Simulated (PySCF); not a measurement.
**A small calculation by hand: entropy of an ideal gas**

water (H₂O), SMILES O.

Geometry: B3LYP-D3(BJ)/def2-TZVPD.

B3LYP-D3(BJ)/def2-TZVPD run with PySCF gives the harmonic wavenumbers 1624, 3786, 3887 cm⁻¹ and the rotational temperatures 39.4964, 20.5656, 13.5238 K. The molar mass is 18.02 g/mol, the symmetry number 2, the spin multiplicity 1.

Problem. Work out the entropy at 298.15 K and 1 atm in the rigid-rotor, harmonic-oscillator model.

Solution. 
Translation (Sackur–Tetrode at 1 atm): S = R[1.5 ln M + 2.5 ln T − 1.16487] = 144.8 J/(mol K).
Rotation: q = (√π/σ) T^1.5/√(θA θB θC) = 43.5, S = R[ln q + 3/2] = 43.8 J/(mol K).
Vibration: with u = 1.4388 ν/T, each mode gives R[u/(e^u − 1) − ln(1 − e^−u)]:
| ν (cm⁻¹) | modes | u | S (J/(mol K)) |
|---|---|---|---|
| 1624 | 1 | 7.84 | 0.03 |
The stiffer modes add less than 0.005 each. Sum 0.0 J/(mol K).
Spin: R ln 1 = 0.0 J/(mol K).
Total 188.7 J/(mol K); the program's own thermochemistry gives 188.7. Translation makes up 77 % and vibration 0 %. Anharmonicity, hindered rotation and orbital degeneracy are left out.
